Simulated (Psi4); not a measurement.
# AlH2ClF− (SMILES [F][AlH2-][Cl]): a chain of runs

Aim: a geometry optimisation (SVWN-RPA/6-31G**), then vibrational wavenumbers, then a single-point energy (MP2-F12/cc-pVDZ-F12), then the vertical excitations (TD-SVWN-RPA/6-31G**) of AlH2ClF−. 

Program for the calculation: Psi4 1.11.

## Step 1: The system as given

AlH2ClF−: 5 atoms, total charge -1, spin state singlet. As SMILES, `[F][AlH2-][Cl]`. The shape comes from GFN2-xTB, which is rough for such elements, and wasn't checked as a minimum. The run starts from this shape.

Bond lengths: F1–Al2 1.693 Å, Al2–Cl3 2.112 Å, Al2–H4 1.585 Å, Al2–H5 1.585 Å. Angles: F1–Al2–Cl3 110.6°, F1–Al2–H4 109.3°, F1–Al2–H5 109.3°, Cl3–Al2–H4 107.1°, Cl3–Al2–H5 107.2°, H4–Al2–H5 113.5°.

## Step 2: A geometry optimisation at SVWN-RPA/6-31G(d,p) (density fitting, Cartesian functions) (run 1)

File job.dat:

```
memory 1600 mb

molecule {
  -1 1
  F     -1.193270     0.114160     1.228710
  Al    -0.086940     0.062310    -0.052380
  Cl     1.653880    -0.992940     0.511330
  H     -0.732650    -0.721820    -1.269020
  H      0.358980     1.538300    -0.418630
  units angstrom
}

set basis 6-31G**
set geom_maxiter 60

optimize("svwn")
```

Launch:

```console
$ psi4 job.dat job.out -n 1
```

job.out:

```text
[...]
  Running in c1 symmetry.
[...]
  Nuclear repulsion =  136.186831918029270
[...]
  Multiplicity = 1
[...]
  Nalpha       = 21
  Nbeta        = 21
[...]
    Number of basis functions: 63
[...]
   @DF-RKS iter   1:  -801.31293522177737   -3.92201e-01   9.02192e-03 ADIIS/DIIS
[...]
   @DF-RKS iter   6:  -801.48030854179683   -2.61480e-12   7.32330e-09 DIIS
[...]
  @DF-RKS Final Energy:  -801.48030854179683
   => Energetics <=
    Nuclear Repulsion Energy =            132.7732210250439095
    One-Electron Energy =               -1387.5507496600837385
    Two-Electron Energy =                 509.2851485590213088
    DFT Exchange-Correlation Energy =     -55.9879284657784098
    Empirical Dispersion Energy =           0.0000000000000000
    VV10 Nonlocal Energy =                  0.0000000000000000
    Total Energy =                       -801.4803085417968305
[...]
 Multipole Moments:
 ------------------------------------------------------------------------------------
     Multipole            Electronic (a.u.)      Nuclear  (a.u.)        Total (a.u.)
 ------------------------------------------------------------------------------------
 L = 1.  Multiply by 2.5417464519 to convert [e a0] to [Debye]
 Dipole X            :          0.5354220           -0.3429067            0.1925153
 Dipole Y            :         -1.4915572            1.2309599           -0.2605973
 Dipole Z            :          3.2734071           -2.8286066            0.4448005
 Magnitude           :                                                    0.5502913
[...]
  -Total Gradient:
     Atom            X                  Y                   Z
    ------   -----------------  -----------------  -----------------
       1       -0.000179483727     0.000106293138    -0.000050239410
       2       -0.000107831135     0.000022525064     0.000074166790
       3       -0.000110908949    -0.000012178562     0.000176322073
       4       -0.000005866276     0.000028543860    -0.000004526181
       5       -0.000022324440    -0.000006297277    -0.000017067484
[...]
    Final optimized geometry and variables:
    Molecular point group: c1
    Full point group: C1
    Geometry (in Angstrom), charge = -1, multiplicity = 1:
    F           -1.586633928144     0.477582815191     0.768860340193
    AL          -0.520098781785     0.454761560949    -0.539899938547
    CL           1.298163441186    -0.656539790342     0.076757233431
    H           -1.170077333502    -0.368307381749    -1.791791679830
    H           -0.039170040137     1.970734104034    -0.910959319172
    Psi4 run time: 0:00:15.86
[...]
```

The script printed:

```text
Optimizer: Optimization complete!
```

Wall time 18 s (1 thread of Intel Xeon Platinum 8375C at 2.90GHz (Ice Lake), shared host); peak memory 0.29 GiB.

The path in brief:

| step | energy from the first frame kept (eV) | largest force (eV/Å) |
| --- | --- | --- |
| 0 | 0.0000 | 1.3361 |
| 1 | -0.0833 | 0.6620 |
| 2 | -0.0963 | 0.2997 |
| 3 | -0.0988 | 0.1181 |
| 4 | -0.0994 | 0.0279 |
| 5 | -0.0995 | 0.0150 |
| 6 | -0.0995 | 0.0110 |

After the run. Bond lengths: F1–Al2 1.688 Å, Al2–Cl3 2.218 Å, Al2–H4 1.633 Å, Al2–H5 1.633 Å. Angles: F1–Al2–Cl3 108.0°, F1–Al2–H4 110.5°, F1–Al2–H5 110.5°, Cl3–Al2–H4 106.7°, Cl3–Al2–H5 106.7°, H4–Al2–H5 114.3°.

## Step 3: Vibrational wavenumbers at SVWN-RPA/6-31G(d,p) (density fitting, Cartesian functions) (run 2)

File alclfh2.xyz:

```xyz
5
AlClFH2
F     -1.195603     0.115391     1.228214
Al    -0.129068     0.092570    -0.080547
Cl     1.689195    -1.018731     0.536111
H     -0.779046    -0.730499    -1.332438
H      0.351861     1.608542    -0.451606
```

File calc.py:

```python
import psi4

psi4.set_memory('1600 MB')
psi4.set_num_threads(1)
psi4.core.set_output_file('output.dat', False)

with open('alclfh2.xyz') as f:
    atoms = ''.join(f.readlines()[2:])
mol = psi4.geometry('-1 1\n' + atoms + 'symmetry c1')

psi4.set_options({
    't': 298.15,
    'rotational_symmetry_number': 1,
})

result = psi4.frequency('svwn/6-31G**', molecule=mol)
print(f'svwn/6-31G** energy: {result:.10f} Eh')
for k in ('ZPVE', 'ENTHALPY', 'GIBBS FREE ENERGY'):
    print(f'{k}: {psi4.variable(k):.8f} Eh')
```

Launch:

```console
$ python calc.py
```

output.dat:

```text
[...]
  Running in c1 symmetry.
[...]
  Nuclear repulsion =  132.773195320291705
[...]
  Multiplicity = 1
[...]
  Nalpha       = 21
  Nbeta        = 21
[...]
    Number of basis functions: 63
[...]
   @DF-RKS iter   1:  -801.32710414893359   -4.68632e-01   8.83685e-03 DIIS/ADIIS
[...]
  -Total Gradient:
     Atom            X                  Y                   Z
    ------   -----------------  -----------------  -----------------
       1       -0.000179654356     0.000106290864    -0.000049991998
       2       -0.000107913728     0.000022647671     0.000073754637
       3       -0.000110720296    -0.000012280425     0.000176389976
       4       -0.000005812541     0.000028592121    -0.000004449390
       5       -0.000022317314    -0.000006363699    -0.000017043570
[...]
   @DF-RKS iter  11:  -801.48030854130991   -1.02318e-12   2.81648e-09 DIIS
[...]
  @DF-RKS Final Energy:  -801.48030854130991
   => Energetics <=
    Nuclear Repulsion Energy =            132.7731953202917055
    One-Electron Energy =               -1387.5506969986727199
    Two-Electron Energy =                 509.2851213590201951
    DFT Exchange-Correlation Energy =     -55.9879282219490761
    Empirical Dispersion Energy =           0.0000000000000000
    VV10 Nonlocal Energy =                  0.0000000000000000
    Total Energy =                       -801.4803085413099097
[...]
  ==> Harmonic Vibrational Analysis <==
[...]
  Freq [cm^-1]                 134.8735            369.9721            490.5569
[...]
  IR activ [km/mol]             1.9544             54.3681             66.5889
[...]
  Freq [cm^-1]                 567.9948            713.5504            737.9251
[...]
  IR activ [km/mol]            62.3479             214.9005            181.1780
[...]
  Freq [cm^-1]                 801.7069           1709.8667           1742.3318
[...]
  IR activ [km/mol]            259.6229            465.9899            183.8733
[...]
  Total E_0, Enthalpy at 0 [K]                                                         -801.46374905 [Eh]
[...]
  Total H, Enthalpy at  298.15 [K]                                                     -801.45826555 [Eh]
[...]
  Total G, Gibbs energy at  298.15 [K]                                                 -801.49152959 [Eh]
[...]
```

On the terminal:

```text
Warning: used thermodynamics relations inappropriate for low-frequency modes: ['134.8735' '369.9721' '490.5569' '567.9948']
svwn/6-31G** energy: -801.4803085413 Eh
ZPVE: 0.01655950 Eh
ENTHALPY: -801.45826555 Eh
GIBBS FREE ENERGY: -801.49152959 Eh
```

Wall time 38 s (1 thread of Intel Xeon Platinum 8375C at 2.90GHz (Ice Lake), shared host); peak memory 0.3 GiB.

## Step 4: A single-point energy at MP2-F12/cc-pVDZ-F12 (density fitting, density fitting for correlation) (run 3)

File input.dat:

```
memory 1600 mb

molecule {
  -1 1
  F     -1.195603     0.115391     1.228214
  Al    -0.129068     0.092570    -0.080547
  Cl     1.689195    -1.018731     0.536111
  H     -0.779046    -0.730499    -1.332438
  H      0.351861     1.608542    -0.451606
}

set {
  freeze_core true
}

result, w = energy('mp2-f12/cc-pVDZ-F12', return_wfn=True)
```

Launch:

```console
$ psi4 -i input.dat -o output.dat -n 1
```

output.dat:

```text
[...]
  Running in c1 symmetry.
[...]
  Nuclear repulsion =  132.773195320291705
[...]
  Multiplicity = 1
[...]
  Nalpha       = 21
  Nbeta        = 21
[...]
    Number of basis functions: 126
[...]
   @DF-RHF iter   1:  -802.21801930019774   -1.05724e+00   3.59365e-03 ADIIS/DIIS
[...]
   @DF-RHF iter  11:  -802.29145096152934   -4.20641e-12   2.30535e-09 DIIS
[...]
    Orbital Energies [Eh]
    ---------------------
    Doubly Occupied:
       1A   -104.615742     2A    -58.280647     3A    -26.050703
       4A    -10.342228     5A     -7.809005     6A     -7.807719
       7A     -7.807690     8A     -4.690668     9A     -3.006753
      10A     -3.005869    11A     -3.004789    12A     -1.335761
      13A     -0.869299    14A     -0.479302    15A     -0.424950
      16A     -0.424631    17A     -0.351922    18A     -0.276820
      19A     -0.274979    20A     -0.257997    21A     -0.214366
[...]
  @DF-RHF Final Energy:  -802.29145096152934
   => Energetics <=
    Nuclear Repulsion Energy =            132.7731953202917055
    One-Electron Energy =               -1387.4656143792437888
    Two-Electron Energy =                 452.4009680974228331
    Total Energy =                       -802.2914509615292218
[...]
 Multipole Moments:
 ------------------------------------------------------------------------------------
     Multipole            Electronic (a.u.)      Nuclear  (a.u.)        Total (a.u.)
 ------------------------------------------------------------------------------------
 L = 1.  Multiply by 2.5417464519 to convert [e a0] to [Debye]
 Dipole X            :          0.6177268           -0.3429064            0.2748204
 Dipole Y            :         -1.5137573            1.2309593           -0.2827980
 Dipole Z            :          3.2266766           -2.8286065            0.3980700
 Magnitude           :                                                    0.5603220
[...]
```

Run time: 76 s. Hardware: 1 thread of Intel Xeon Platinum 8375C at 2.90GHz (Ice Lake), shared host; peak memory 2.7 GiB.

## Step 5: The vertical excitations at TD-SVWN-RPA/6-31G(d,p) (density fitting, Cartesian functions, save jk yes) (run 4)

alclfh2.xyz is that of step 3.

File alclfh2.py:

```python
import psi4

psi4.set_memory('1600 MB')
psi4.set_num_threads(1)
psi4.core.set_output_file('run.log', False)

with open('alclfh2.xyz') as f:
    atoms = ''.join(f.readlines()[2:])
molecule = psi4.geometry('-1 1\n' + atoms + '')

options = {'basis': '6-31G**', 'save_jk': True}
psi4.set_options(options)

from psi4.driver.procrouting.response.scf_response import tdscf_excitations
e_tot, wfn = psi4.energy("svwn", return_wfn=True)
states = tdscf_excitations(wfn, states=4, tda=False)
for k, s in enumerate(states, 1):
    print(f"root {k}: {s['EXCITATION ENERGY'] * 27.211386:.4f} eV  f = {s['OSCILLATOR STRENGTH (LEN)']:.4f}  {s['SYMMETRY']}")
print('E =', round(e_tot, 9))
```

Launch:

```console
$ python alclfh2.py
```

run.log:

```text
[...]
  Running in c1 symmetry.
[...]
  Nuclear repulsion =  132.773195320291705
[...]
  Multiplicity = 1
[...]
  Nalpha       = 21
  Nbeta        = 21
[...]
    Number of basis functions: 63
[...]
   @DF-RKS iter   1:  -801.32710414893359   -4.68632e-01   8.83685e-03 ADIIS/DIIS
[...]
   @DF-RKS iter   8:  -801.48030854071794   -1.30924e-07   6.66709e-07 DIIS
[...]
    Orbital Energies [Eh]
    ---------------------
    Doubly Occupied:
       1A   -100.113275     2A    -54.931019     3A    -23.867997
       4A     -8.934993     5A     -6.790789     6A     -6.787224
       7A     -6.786838     8A     -3.712497     9A     -2.344477
      10A     -2.342459    11A     -2.340787    12A     -0.822892
      13A     -0.534727    14A     -0.217345    15A     -0.159015
      16A     -0.150115    17A     -0.149272    18A     -0.103208
      19A     -0.102518    20A     -0.093021    21A     -0.055447
[...]
  @DF-RKS Final Energy:  -801.48030854071794
   => Energetics <=
    Nuclear Repulsion Energy =            132.7731953202917055
    One-Electron Energy =               -1387.5504793596517175
    Two-Electron Energy =                 509.2848854003790393
    DFT Exchange-Correlation Energy =     -55.9879099017370265
    Empirical Dispersion Energy =           0.0000000000000000
    VV10 Nonlocal Energy =                  0.0000000000000000
    Total Energy =                       -801.4803085407179424
[...]
 Multipole Moments:
 ------------------------------------------------------------------------------------
     Multipole            Electronic (a.u.)      Nuclear  (a.u.)        Total (a.u.)
 ------------------------------------------------------------------------------------
 L = 1.  Multiply by 2.5417464519 to convert [e a0] to [Debye]
 Dipole X            :          0.5354426           -0.3429064            0.1925362
 Dipole Y            :         -1.4915636            1.2309593           -0.2606043
 Dipole Z            :          3.2733974           -2.8286065            0.4447909
 Magnitude           :                                                    0.5502942
[...]
                                    Excitation Energy         Total Energy        Oscillator Strength             Rotatory Strength
[...]
Excited State    1 (1 A):   0.22584 au   201.75 nm f = 0.0012
[...]
Excited State    2 (1 A):   0.23621 au   192.89 nm f = 0.0001
[...]
Excited State    3 (1 A):   0.26614 au   171.20 nm f = 0.0527
[...]
Excited State    4 (1 A):   0.27167 au   167.71 nm f = 0.0107
[...]
```

Standard output:

```text
root 1: 6.1454 eV  f = 0.0012  A
root 2: 6.4277 eV  f = 0.0001  A
root 3: 7.2421 eV  f = 0.0527  A
root 4: 7.3926 eV  f = 0.0107  A
E = -801.480308541
```

Wall time 14 s (1 thread of Intel Xeon Platinum 8375C at 2.90GHz (Ice Lake), shared host); peak memory 0.25 GiB.

The roots found:

| excited state | energy (eV) | strength | label |
| --- | --- | --- | --- |
| 1 | 6.145 | 0.0012 | A 1 |
| 2 | 6.428 | 0.0001 | A 1 |
| 3 | 7.242 | 0.0527 | A 1 |
| 4 | 7.393 | 0.0107 | A 1 |

## Step 6: Summary of results

```
                                                                          quantity             value
                                  run 1, SVWN-RPA/6-31G**: total energy at the end     -801.48031 Eh
                                              run 1, SVWN-RPA/6-31G**: HOMO energy          -1.51 eV
                                              run 1, SVWN-RPA/6-31G**: LUMO energy           4.53 eV
    run 1, SVWN-RPA/6-31G**: HOMO–LUMO gap (to an unbound level, set by the basis)           6.03 eV
                               run 2, SVWN-RPA/6-31G**: lowest harmonic wavenumber          135 cm⁻¹
                              run 2, SVWN-RPA/6-31G**: highest harmonic wavenumber         1742 cm⁻¹
                                        run 2, SVWN-RPA/6-31G**: zero-point energy       43.5 kJ/mol
run 2, SVWN-RPA/6-31G**: ideal-gas entropy at 298.15 K (symmetry number 1 as used)  70.0 cal/(mol K)
                                          run 3, MP2-F12/cc-pVDZ-F12: total energy     -802.93543 Eh
                   run 3, MP2-F12/cc-pVDZ-F12: HOMO energy (Hartree–Fock orbitals)          -5.83 eV
                   run 3, MP2-F12/cc-pVDZ-F12: LUMO energy (Hartree–Fock orbitals)           3.67 eV
 run 3, MP2-F12/cc-pVDZ-F12: HOMO–LUMO gap (to an unbound level, set by the basis)           9.50 eV
          run 3, MP2-F12/cc-pVDZ-F12: correlation energy (11 core orbitals frozen)        -635.4 mEh
                     run 4, TD-SVWN-RPA/6-31G**: ground-state or mean-field energy     -801.48031 Eh
             run 4, TD-SVWN-RPA/6-31G**: HOMO energy (SVWN-RPA Kohn–Sham orbitals)          -1.51 eV
             run 4, TD-SVWN-RPA/6-31G**: LUMO energy (SVWN-RPA Kohn–Sham orbitals)           4.53 eV
 run 4, TD-SVWN-RPA/6-31G**: HOMO–LUMO gap (to an unbound level, set by the basis)           6.03 eV
                              run 4, TD-SVWN-RPA/6-31G**: lowest excitation energy           6.15 eV
```

In words: The optimisation (run 1, SVWN-RPA/6-31G**) took 7 steps and changed the energy by -0.099 eV. All 9 modes (run 2, SVWN-RPA/6-31G**) are real, so the shape is a minimum at this level. The brightest of the 4 transitions from the ground state lies at 7.24 eV (171 nm, f = 0.053); the lowest, at 6.15 eV, has f = 0.001. For an anion, states without diffuse functions may be basis-held continuum. Roots above 1.5 eV lie over the negative of the HOMO energy, where those of Rydberg kind are poorly described; valence roots are less touched.
